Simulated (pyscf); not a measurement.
Thermochemistry of product channels of H₃C–CH₂–O–SiH₃ (SMILES CCO[SiH3]) + HO–SiH₃ (SMILES O[SiH3]) on the singlet surface, in kJ/mol, from ωB97M-D3(BJ)/def2-TZVP energies (ideal gas, 1 atm, RRHO with modes under 100 cm⁻¹ raised to 100, one conformer, R ln 2 for chiral ones without a mode under 150 cm⁻¹). Structures and frequencies: ωB97X-D3(BJ)/def2-SVP in PySCF.

| products | ΔE | ΔH(298 K) | ΔG(298 K) | ΔG(1200 K) |
|---|---|---|---|---|
| H₃C–CH₃ (SMILES CC) + HO–SiH₂–O–SiH₃ (SMILES O[SiH2]O[SiH3]) | -211.9 | -205.8 | -202.5 | -192.6 |
| H₃C–CH₂–O–SiH₂–O–SiH₃ (SMILES CCO[SiH2]O[SiH3]) + H₂ (SMILES [H][H]) | -109.4 | -118.4 | -102.8 | -66.9 |

These are energies of the channels, which say nothing of barriers. H₃C–CH₂–O–SiH₃ lies 75.7 kJ/mol over its isomer H₃C–CH₂–SiH₂–OH (electronic energy, ωB97M-D3(BJ)/def2-TZVP).
